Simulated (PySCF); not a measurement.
Homolysis of single bonds, series B Cl-I. Gas-phase values, no solvent. Strings in code marks are SMILES.

The four lowest singlet excitations (Tamm–Dancoff). Calculation: PBE0-D3(BJ)/def2-TZVP run with PySCF. Excitations are Tamm–Dancoff values on a coarser integration grid. The basis has no diffuse functions, so Rydberg states are missing or too high.

```json
[
 {"state": "S1", "energy (eV)": "3.95", "wavelength (nm)": "314", "oscillator strength": "0.000"},
 {"state": "S2", "energy (eV)": "4.65", "wavelength (nm)": "266", "oscillator strength": "0.000"},
 {"state": "S3", "energy (eV)": "4.89", "wavelength (nm)": "254", "oscillator strength": "0.153"},
 {"state": "S4", "energy (eV)": "5.20", "wavelength (nm)": "239", "oscillator strength": "0.000"}
]
```

Say which member gives these states.
A. `ClB(I)I`
B. `IB(I)I`
C. `ClB(Cl)Cl`
D. `ClB(Cl)I`

A, `ClB(I)I`
